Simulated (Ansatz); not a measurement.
Reaction (redistribution): `B[SiH2]B` + `OB[SiH3]` → `BBO` + `B[SiH2][SiH3]`

Gas-phase electronic energies from Ansatz, PBE0-D4/def2-TZVP geometries. CCSD(T)/CBS adds triple-zeta CCSD(T) − MP2 to the extrapolated MP2 energy (def2 sets, frozen cores). Functionals use def2-TZVPP. One conformer a species, not always the lowest.

Is it downhill or uphill in electronic energy at CCSD(T)/CBS, and by how much? (Estimate.)

The calculation gave: Downhill: ΔE = -24.3 kJ/mol.

What do these levels give: revPBE-D4, BLYP-D4, PBE0-D4, BLYP, PBE0, RPA@PBE/def2-TZVPP, MP2/def2-SVP, SCS-MP2/def2-TZVPP, HF/def2-QZVPP, SCS-MP2/def2-QZVPP, HF/CBS(def2), CCSD/CBS(def2)? (An estimate is asked.)

The calculation gave: revPBE-D4 -26.0, BLYP-D4 -25.5, PBE0-D4 -28.5, BLYP -23.9, PBE0 -27.6, RPA@PBE/def2-TZVPP -19.6, MP2/def2-SVP -24.2, SCS-MP2/def2-TZVPP -24.3, HF/def2-QZVPP -27.3, SCS-MP2/def2-QZVPP -25.1, HF/CBS(def2) -27.3, CCSD/CBS(def2) -25.1 kJ/mol.

Largest T1 diagnostic among the species: 0.015.

From BLYP to BHLYP (50 % exact exchange), in def2-TZVPP and without D4, ΔE moves by −3.7 kJ/mol. Leaving LDA and LC-ωPBE aside and taking each functional with its dispersion term where it has one, the values, not all of them listed here, spread over 4.0 kJ/mol, from BHLYP-D4 to BLYP-D4.
